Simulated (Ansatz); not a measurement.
```yaml
crystal:
  periodic: [false, false, false]
  atoms:
    - {symbol: Nb, position_ang: [0.000000, 0.000000, 0.000000]}
    - {symbol: B, position_ang: [0.000000, 0.000000, 2.290000]}
basis:
  gaussian: {orbitals: def2-TZVP}
total_charge: 1
magnetization: {spin_polarized: true, initial_magnetization: 1}
hamiltonian: {xc: pbe0}
relax: {f_tol: 0.004, max_steps: 80}
```

```sh
$ ansatz run in.yaml --threads 1 --pin off --events-out ev --progress --plain --max-ram 2176MiB
```

Steps of the relaxation (energy above the last step; positions in Å, forces in eV/Å):

```
2
step 1, 517.2 meV
Nb    0.000    0.000    0.000    0.000    0.000    2.171
B     0.000    0.000    2.290    0.000    0.000   -2.171
```

```
2
step 2, 14.4 meV
Nb    0.000    0.000    0.183    0.000    0.000    0.616
B     0.000    0.000    2.107    0.000    0.000   -0.616
```

```
2
step 3, 3.8 meV
Nb    0.000    0.000    0.195    0.000    0.000    0.328
B     0.000    0.000    2.095    0.000    0.000   -0.328
```

```
2
step 6, 0.0 meV
Nb    0.000    0.000    0.206    0.000    0.000    0.000
B     0.000    0.000    2.084    0.000    0.000    0.000
```

Close pairs at the end: Nb1–B2 1.878 Å.

A stationary point of unrestricted PBE0 after 6 steps, with ⟨S²⟩ = 1.573 against 0.75 for a pure state. 79 s on 1 thread of Intel Xeon 6975P-C, shared host.
